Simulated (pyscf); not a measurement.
Cl–Si:–Cl (SMILES Cl[Si]Cl) [singlet] + HCl (SMILES Cl) → HCl (SMILES Cl) + Cl–Si:–Cl (SMILES Cl[Si]Cl) [singlet] (four-centre exchange; singlet surface; Cl–Si, Cl–H broken, Cl–H, Cl–Si formed). PySCF, gas phase, ωB97X-D3(BJ)/def2-SVP geometries. MP2 and CC: frozen core, UHF for open shells. ΔMP2 is the change of the MP2 total energy from the triple- to the quadruple-zeta basis. Energies in kcal/mol from the separated reactants.

```json
[
 {"level": "r²SCAN/def2-TZVP", "barrier": "[?]", "reaction energy": "0.0"},
 {"level": "B3LYP-D3(BJ)/def2-TZVP", "barrier": "6.2", "reaction energy": "0.0"},
 {"level": "M06-2X/def2-TZVP", "barrier": "7.7", "reaction energy": "0.0"},
 {"level": "ωB97M-D3(BJ)/def2-TZVP", "barrier": "8.8", "reaction energy": "0.0"},
 {"level": "HF/def2-TZVP", "barrier": "26.7", "reaction energy": "0.0"},
 {"level": "CCSD(T)/def2-TZVPP", "barrier": "12.0", "reaction energy": "0.0"},
 {"level": "CCSD(T)/def2-TZVPP + ΔMP2(QZVPP)", "barrier": "[?]", "reaction energy": "0.0"}
]
```

Problem. Complete the blanks.

Solution. 
- r²SCAN/def2-TZVP, barrier: 3.5
- CCSD(T)/def2-TZVPP + ΔMP2(QZVPP), barrier: 11.0

Of the functionals in the table, ωB97M-D3(BJ) is closest to CCSD(T)/def2-TZVPP + ΔMP2(QZVPP) in the barrier (2.3 kcal/mol apart) and r²SCAN least close (7.5 kcal/mol); that level has limits of its own. On the reactant side the descent ends in a complex, 4.8 kcal/mol under the separated species and 11.4 kcal/mol under the saddle at ωB97X-D3(BJ)/def2-TZVP. On the product side the descent ends in a complex, 4.8 kcal/mol under the separated species and 11.4 kcal/mol under the saddle at ωB97X-D3(BJ)/def2-TZVP. At ωB97X-D3(BJ) the barrier from the zero used here is 6.6 kcal/mol. This is the saddle that the search found; another between the same sides may lie lower. The CCSD(T) − MP2 part came from Ansatz, without density fitting, on the same reference.
